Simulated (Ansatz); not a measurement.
## C2H5NO, SMILES C=NCO: vertical spin-state energies, step by step

With the Ansatz DFT code, driven from Python.

Interactive session:
```pycon
>>> import ansatz as az
>>> from ase import Atoms
>>> BASIS_SET = 'pcseg-2'
>>> FUNCTIONAL = 'pbe0'
>>> atoms = Atoms(['C', 'N', 'C', 'O', 'H', 'H', 'H', 'H', 'H'], positions=[
...     [-1.3691, -0.2547, 0.1798],
...     [-0.4844, -0.3973, -0.6941],
...     [0.6902, 0.3639, -0.3944],
...     [1.5414, -0.1691, 0.6877],
...     [-2.3813, -0.732, 0.0262],
...     [-1.3186, 0.4599, 1.0511],
...     [0.523, 1.4133, -0.15],
...     [1.4079, 0.3871, -1.2711],
...     [1.4793, -1.1174, 0.5478],
... ])
>>> c2h5no = az.Crystal.molecule_from_ase(atoms)
>>> job = (
...     c2h5no.calculation()
...     .basis(gaussian=BASIS_SET)
...     .functional(FUNCTIONAL)
... )
>>> found = {}
>>> for unpaired in [0, 2, 4]:
...     report = job.spin('collinear', total=unpaired).run(threads=1).report
...     s = unpaired / 2
...     found[unpaired] = report['free_energy_ev']
...     print(f'2S+1 = {unpaired + 1}: E = {found[unpaired]:.5f} eV, <S^2> = {abs(report["mean_field"]["state"]["spin_squared"]):.3f} (pure state {s * (s + 1):.2f})')
...
2S+1 = 1: E = -5686.78535 eV, <S^2> = 0.000 (pure state 0.00)
2S+1 = 3: E = -5682.78225 eV, <S^2> = 2.007 (pure state 2.00)
2S+1 = 5: E = -5675.79351 eV, <S^2> = 6.011 (pure state 6.00)
>>> lowest = min(found, key=found.get)
>>> for unpaired, e in found.items():
...     print(f'multiplicity {unpaired + 1}: {(e - found[lowest]):.3f} eV above the lowest')
...
multiplicity 1: 0.000 eV above the lowest
multiplicity 3: 4.003 eV above the lowest
multiplicity 5: 10.992 eV above the lowest
```

In order: multiplicity 1 (+0.00 eV), multiplicity 3 (+4.00 eV) and multiplicity 5 (+10.99 eV), all at the one geometry.

Notes:
- These settings explore the input space; basis and method may be short of convergence.
- The geometry is a force-field or estimated start, not a minimum of this method, and the basis set is short of its limit. All parts are taken at fixed geometry, without zero-point energy.
- Run time: 25 s on 1 thread of Intel(R) Xeon(R) Processor @ 2.30GHz, with other jobs on the host, peak memory 0.5 GiB.
